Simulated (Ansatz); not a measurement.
# BH5SSi, SMILES BS[SiH3]: the energy of protonation at one site

Program: Ansatz 0.2.0 through its Python package.

Notebook, run cell by cell (the value of a cell's last expression is shown):

In [1]:
```python
import ansatz as az
from ase import Atoms
import numpy as np
```

In [2]:
```python
BASIS_SET = "6-31G*"
LEVEL = "mp2"
CHARGE = 1
FORCE_TOL = 0.01
```

In [3]:
```python
atoms = Atoms(["B", "S", "Si", "H", "H", "H", "H", "H"], positions=[
    [-1.0945, 0.9464, -0.675],
    [-1.3095, -0.7429, 0.0313],
    [0.7494, -0.8239, 0.5127],
    [-0.8124, 1.1446, -1.8345],
    [-1.2871, 1.9281, -0.0098],
    [1.1133, 0.2744, 1.4624],
    [1.6133, -0.6807, -0.6926],
    [1.1196, -2.103, 1.1497],
])
mol = az.Crystal.molecule_from_ase(atoms)

calc = mol.calculation()
calc = calc.basis(gaussian=BASIS_SET)
calc = calc.correlation(LEVEL)
symbols = [site.symbol for site in mol.cartesian_sites]
start = np.array([site.position_ang for site in mol.cartesian_sites], dtype=float)
data = calc.relax(force_tolerance=0.01).run(threads=1).report
end = np.array(data["positions_ang"])
```

In [4]:
```python
away = sum((end[1] - end[j]) / np.linalg.norm(end[1] - end[j]) for j in [0, 2]) + np.array([0.15, 0.1, -0.2])
proton = end[1] + 1.4 * away / np.linalg.norm(away)
acid = az.Crystal.molecule()
for symbol, place in zip(symbols, end):
    acid = acid.atom(symbol, place.tolist())
acid = acid.atom("H", proton.tolist())
protonated = (
    acid.calculation()
    .basis(gaussian=BASIS_SET)
    .correlation(LEVEL)
    .charge(CHARGE)
    .relax(force_tolerance=FORCE_TOL, max_steps=80)
)
after = protonated.run(threads=1).report
xyz = np.array(after["positions_ang"])
reach = np.linalg.norm(xyz[:-1] - xyz[-1], axis=1)
print(f"base {data['free_energy_ev']:.5f} eV, protonated {after['free_energy_ev']:.5f} eV")
print(f"the proton ends {reach.min():.3f} A from {symbols[reach.argmin()]}{reach.argmin()}")
print(f"electronic proton affinity {(data['free_energy_ev'] - after['free_energy_ev']):.3f} eV")
```
```text
base -19437.85270 eV, protonated -19445.62417 eV
the proton ends 1.343 A from S1
electronic proton affinity 7.771 eV
```

Caveats:
- Total energies depend on the basis set; only differences at equal settings carry meaning.
- The proton is put on one chosen atom, which needn't be the most basic site, so the molecule's proton affinity can be higher; the ends are stationary points, not checked by frequencies, and zero-point and thermal terms count only where printed.
- Wall time of the script: 81 s on 1 thread of Arm Neoverse V1 (shared host), peak memory 0.2 GiB.
